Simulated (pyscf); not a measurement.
Elementary routes open to `[NH2][SiH2][F]` + `[SiH4]` in the gas phase (singlet surface):
A. `[F][SiH2][NH][SiH3]` + `[H][H]` (H–N, H–Si broken; N–Si, H–H formed)
B. `[NH2][SiH3]` + `[F][SiH3]` (N–Si, H–Si broken; N–Si, H–Si formed)

Optimised with ωB97X-D3(BJ)/def2-SVP in PySCF.

### Question
Rank the routes by free-energy barrier at 900 K, lowest first, for ωB97M-D3(BJ)/def2-TZVP energies (ideal gas, 1 atm, RRHO with modes under 100 cm⁻¹ raised to 100, one conformer, R ln 2 for chiral ones without a mode under 150 cm⁻¹).

### Answer
B (2.67 eV), A (3.30 eV)

Route B is the fastest of these, ahead of the next by 0.63 eV. The most stable products are those of A (ΔG = -0.25 eV), whose barrier is 0.63 eV higher: the kinetic and the thermodynamic product differ. At 298 K B is still the fastest. B: On the product side the descent ends in a complex (not fully relaxed), 0.18 eV under the separated species and 0.86 eV under the saddle at ωB97X-D3(BJ)/def2-TZVP. Only these routes are compared; each barrier is that of the saddle found, and lower ones may exist.
